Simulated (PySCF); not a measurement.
**CCSDT/STO-3G run of CH4Si (SMILES C[SiH])**

What is the vertical singlet–triplet gap of CH4Si at CCSDT/STO-3G? 

The calculation is run with PySCF 2.14.0.

5 further runs of the same task are left out: 5 set aside as unsound or not needed.

### Step 1. The structure to begin with

The species is CH4Si (6 atoms), meant as a singlet with charge 0. As SMILES, `C[SiH]`. The coordinates come from a PBE0-D4/def2-TZVP relaxation.

Bond lengths: C1–Si2 1.892 Å, C1–H3 1.098 Å, C1–H4 1.091 Å, C1–H5 1.098 Å, Si2–H6 1.531 Å. Angles: C1–Si2–H6 94.2°, Si2–C1–H3 109.7°, Si2–C1–H4 113.8°, Si2–C1–H5 109.5°, H3–C1–H4 109.0°, H3–C1–H5 105.5°, H4–C1–H5 109.0°.

### Step 2. The energy at CCSDT/STO-3G

Input file mol.xyz:

```xyz
6
CH4Si
C     -0.093500    -0.366000    -0.370300
Si     0.917300     0.209800     1.122300
H     -1.156900    -0.410100    -0.102200
H      0.215000    -1.335600    -0.763000
H     -0.024000     0.382000    -1.170800
H      0.142200     1.520000     1.284000
```

Input file job.py:

```python
# C[SiH]
from pyscf import gto, scf, cc

mol = gto.M(
    atom='mol.xyz',
    verbose=3,
    charge=0,
    spin=0,
    basis='sto-3g',
    max_memory=1860,
)

myscf = scf.RHF(mol)
myscf.conv_tol = 1e-10
myscf.kernel()
if not myscf.converged:
    myscf = myscf.newton().run(myscf.mo_coeff, myscf.mo_occ)

mycc = cc.CCSDT(myscf, frozen=6)
mycc.kernel()
energy = mycc.e_tot
print('E(%s) = %.9f' % ('CCSDT', energy))
```

Started as:

```sh
$ OMP_NUM_THREADS=1 python job.py
```

Standard output:

```text
converged SCF energy = -325.263608741287
_make_eris_incore_RCCSDT

WARN: A large `blksize` is being used, which may cause large memory consumption
      for storing contraction intermediates. If memory is sufficient, consider using
      `pyscf.cc.rccsdt_highm.RCCSDT` instead.

WARN: A large `blksize_oovv` is being used, which may cause large memory consumption
      for storing contraction intermediates. If memory is sufficient, consider using
      `pyscf.cc.rccsdt_highm.RCCSDT` instead.

WARN: A large `blksize_oooo` is being used, which may cause large memory consumption
      for storing contraction intermediates. If memory is sufficient, consider using
      `pyscf.cc.rccsdt_highm.RCCSDT` instead.

RCCSDT converged
E(RCCSDT) = -325.3823711329894   E_corr = -0.1187623917022988
E_corr(same-spin) = -0.00490102736639252
E_corr(oppo-spin) = -0.113861364335906
E(CCSDT) = -325.382371133
```

Run time: 1.1 s. Hardware: 1 thread of Arm Neoverse V1, shared host; peak memory 0.11 GiB.

### Step 3. The triplet, same level

Input file calc.py:

```python
from pyscf import gto, cc

mol = gto.M(
    atom='''
C     -0.176689    -0.691640    -0.699766
Si     1.733446     0.396465     2.120840
H     -2.186224    -0.774977    -0.193130
H      0.406291    -2.523918    -1.441861
H     -0.045353     0.721875    -2.212491
H      0.268719     2.872384     2.426408
''',
    unit='bohr',
    basis='sto-3g',
    max_memory=1860,
    charge=0,
    verbose=3,
    spin=2,
)

hf = mol.UHF()
hf.conv_tol = 1e-10
hf.kernel()
if not hf.converged:
    hf = hf.newton().run(hf.mo_coeff, hf.mo_occ)

mycc = cc.CCSDT(hf, frozen=6)
mycc.kernel()
energy = mycc.e_tot
print(f'total energy: {energy:.8f} hartree')
```

Started as:

```sh
$ OMP_NUM_THREADS=1 python calc.py
```

Standard output:

```text
WARN: HOMO 0.0704910135465294 >= LUMO -0.136820064106569

converged SCF energy = -325.216920365728  <S^2> = 2.0019926  2S+1 = 3.0013281
_make_eris_incore_UCCSDT

WARN: A large `blksize_v_aaa` is being used, which may cause large memory consumption
      for storing contraction intermediates. If memory is sufficient, consider using
      `pyscf.cc.uccsdt_highm.UCCSDT` instead.

WARN: A large `blksize_v_aab` is being used, which may cause large memory consumption
      for storing contraction intermediates. If memory is sufficient, consider using
      `pyscf.cc.uccsdt_highm.UCCSDT` instead.

UCCSDT converged
E(UCCSDT) = -325.3241180207283   E_corr = -0.1071976549999303
E_corr(same-spin) = -0.00476514634482191
E_corr(oppo-spin) = -0.102432508655108
total energy: -325.32411802 hartree
```

Run time: 1.8 s. Hardware: 1 thread of Arm Neoverse V1, shared host; peak memory 0.12 GiB.

### Step 4. Outcome

Level: CCSDT/STO-3G, 6 core orbitals frozen.

| quantity | value |
| --- | --- |
| singlet: total energy | -325.38237 Eh |
| singlet: dipole moment (Hartree–Fock density) | 0.15 D |
| singlet: HOMO energy (Hartree–Fock orbitals) | -6.03 eV |
| singlet: LUMO energy (Hartree–Fock orbitals) | 6.15 eV |
| singlet: HOMO–LUMO gap (Hartree–Fock orbitals) | 12.19 eV |
| singlet: correlation energy (6 core orbitals frozen) | -118.8 mEh |
| singlet: T1 diagnostic | 0.007 |
| triplet: total energy | -325.32412 Eh |
| triplet: dipole moment (Hartree–Fock density) | 1.69 D |
| triplet: HOMO energy (Hartree–Fock orbitals) (highest over α and β) | -4.91 eV |
| triplet: LUMO energy (Hartree–Fock orbitals) (lowest over α and β) | 4.85 eV |
| triplet: correlation energy (6 core orbitals frozen) | -107.2 mEh |
| triplet: ⟨S²⟩ of the reference determinant | 2.002 |
| triplet: T1 diagnostic | 0.006 |
| vertical energy of the triplet above the singlet | 1.585 eV |

**Reading.** At this shape the triplet lies 1.59 eV (37 kcal/mol) above the singlet. In a minimal basis such a difference can be off by several eV, whatever the method. Mulliken charges (triplet) of the mean-field density run from -0.33 on C1 to +0.39 on Si2.
